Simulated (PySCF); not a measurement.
Species: C3H6F2.
SMILES: `C[C@H](F)CF`

Theory: EOM-IP-CCSD/aug-cc-pVDZ in PySCF, restricted Hartree–Fock reference, frozen core, non-relativistic, gas phase, PBE0-D3(BJ)/def2-SVP geometry.

Hartree–Fock orbital energies give these Koopmans values (eV): HOMO 13.26, HOMO-1 13.46, HOMO-2 14.81, HOMO-3 15.02, HOMO-4 15.82, HOMO-5 17.05, HOMO-6 17.85, HOMO-7 18.78.

Q: What vertical ionisation energies does EOM-IP-CCSD give?

A: 
```json
{"leading hole (HF orbital)": "HOMO", "Koopmans (eV)": "13.26", "EOM-IP-CCSD (eV)": "11.95", "change (eV)": "-1.31", "one-hole share": "0.96"}
{"leading hole (HF orbital)": "HOMO-1", "Koopmans (eV)": "13.46", "EOM-IP-CCSD (eV)": "12.26", "change (eV)": "-1.20", "one-hole share": "0.96"}
{"leading hole (HF orbital)": "HOMO-2", "Koopmans (eV)": "14.81", "EOM-IP-CCSD (eV)": "13.23", "change (eV)": "-1.58", "one-hole share": "0.95"}
{"leading hole (HF orbital)": "HOMO-3", "Koopmans (eV)": "15.02", "EOM-IP-CCSD (eV)": "14.06", "change (eV)": "-0.96", "one-hole share": "0.96"}
{"leading hole (HF orbital)": "HOMO-4", "Koopmans (eV)": "15.82", "EOM-IP-CCSD (eV)": "14.41", "change (eV)": "-1.41", "one-hole share": "0.96"}
{"leading hole (HF orbital)": "HOMO-5", "Koopmans (eV)": "17.05", "EOM-IP-CCSD (eV)": "14.69", "change (eV)": "-2.36", "one-hole share": "0.95"}
{"leading hole (HF orbital)": "HOMO-6", "Koopmans (eV)": "17.85", "EOM-IP-CCSD (eV)": "15.87", "change (eV)": "-1.98", "one-hole share": "0.95"}
{"leading hole (HF orbital)": "HOMO-7", "Koopmans (eV)": "18.78", "EOM-IP-CCSD (eV)": "16.54", "change (eV)": "-2.24", "one-hole share": "0.95"}
```

Q: Does the order of the lines follow the orbital energies?

A: Yes, no two lines change places. The corrections run from -2.36 to -0.96 eV, with a mean of -1.63 eV over the 8 lines; no line lies above its Koopmans value. Koopmans values leave out both the relaxation of the orbitals and the change in correlation energy.

Q: At what kinetic energies would He I light (21.22 eV) eject these electrons?

A: 9.27 eV (HOMO), 8.96 eV (HOMO-1), 7.99 eV (HOMO-2), 7.16 eV (HOMO-3), 6.81 eV (HOMO-4), 6.53 eV (HOMO-5), 5.35 eV (HOMO-6), 4.68 eV (HOMO-7).

Q: What total energy has the lowest final state, and which wavelength reaches it?

A: E(CCSD) + ionisation energy = -316.89983 + 0.43912 = -316.46071 Eh, at the geometry of the initial state. The threshold wavelength is 1239.84 eV nm/11.95 eV = 103.8 nm.

One root was sought for each valence orbital with −ε under 21 eV, eight at most, so deeper holes and satellites are missing; no vibrational structure.

Conformer computed: `[CH3:1][C@H:2]([F:3])[CH2:4][F:5]`: C1–C2–C4–F5 -60°.

One conformer stands for the species.
